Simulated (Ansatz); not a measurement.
# AlBH (doublet): wB97M-V, B2PLYP over a scan of the distance Al2–H3, 6-31G

How well do these functionals follow the top wave-function level for AlBH (doublet) over a scan of the distance Al2–H3?

Computed with Ansatz 0.2.0, Gaussian basis. Level: 6-31G, all electrons in the functionals, frozen cores in the correlation of double hybrids and RPA.

The runs, in order: wB97M-V, B2PLYP, at 1.305 Å; 1.435 Å; 1.601 Å; 1.792 Å; 1.994 Å; 2.161 Å; 2.606 Å; 3.019 Å; 3.467 Å; 4.336 Å; 5.429 Å.

22 further runs of the same task are left out: 4 for a known fault of the program, 13 that didn't finish, 5 set aside as unsound or not needed.

## Step 1: What is computed

The geometry derives from a PBE0/def2-TZVP stationary point (not a proven minimum). One bond is set to the value named and the two fragments are kept rigid.

3 atoms, charge 0, spin multiplicity 2.

Atoms are counted from 1 here; the program's logs count them from 0.

Bond lengths: B1–Al2 2.077 Å, Al2–H3 1.601 Å. Angles: B1–Al2–H3 125.0°.

No dispersion term is added; wB97M-V holds VV10 nonlocal correlation.

The geometry shown and the zero of energy belong to the point 1.601 Å. The yardstick, FCI, and other wave-function levels (R restricted, U unrestricted, valence and pair active spaces) come from earlier runs.

## Step 2: wB97M-V, 1.305 Å

The input, in.yaml:

```yaml
crystal:
  periodic: [false, false, false]
  atoms:
    - {symbol: B, position_ang: [0.000000, -0.144564, 1.510823]}
    - {symbol: Al, position_ang: [0.000000, 0.091041, -0.552426]}
    - {symbol: H, position_ang: [0.000000, -0.886501, -1.416970]}
basis:
  gaussian: {orbitals: 6-31G}
magnetization: {spin_polarized: true, initial_magnetization: 1}
hamiltonian: {xc: {name: wB97M-V}}
output: {forces: true, orbitals: {seedname: orbitals}}
```

Launch:

```bash
$ ansatz run in.yaml --threads 1 --pin off --events-out ev --progress --plain --max-ram 2393MiB
```

The runs that follow: wB97M-V, 1.435 Å; wB97M-V, 1.601 Å; wB97M-V, 1.792 Å; wB97M-V, 1.994 Å; wB97M-V, 2.161 Å; wB97M-V, 2.606 Å; wB97M-V, 3.019 Å; wB97M-V, 3.467 Å; wB97M-V, 4.336 Å; wB97M-V, 5.429 Å; B2PLYP, 1.305 Å; B2PLYP, 1.435 Å; B2PLYP, 1.601 Å; B2PLYP, 1.792 Å; B2PLYP, 1.994 Å; B2PLYP, 2.161 Å; B2PLYP, 2.606 Å; B2PLYP, 3.019 Å; B2PLYP, 3.467 Å; B2PLYP, 4.336 Å; B2PLYP, 5.429 Å.

Before running them: what should the planned runs give, taken together? Wanted: span of the FCI curve; largest miss, wB97M-V; largest miss, B2PLYP.

**Answer**, as computed:

```
             quantity                value
span of the FCI curve             1.793 eV
largest miss, wB97M-V  +0.552 eV (5.429 Å)
 largest miss, B2PLYP  +0.478 eV (5.429 Å)
```

In words: Of the functionals, B2PLYP keep the smallest largest miss at the points compared (at most 0.478 eV) and wB97M-V strays most (0.552 eV, at 5.429 Å). wB97M-V, B2PLYP clearly break the spin symmetry at some points (⟨S²⟩ up to 1.12 above the pure value), so energy there is bought with a mixed spin. Functionals and the yardstick converge differently with the basis, so part of each miss in 6-31G is the basis.
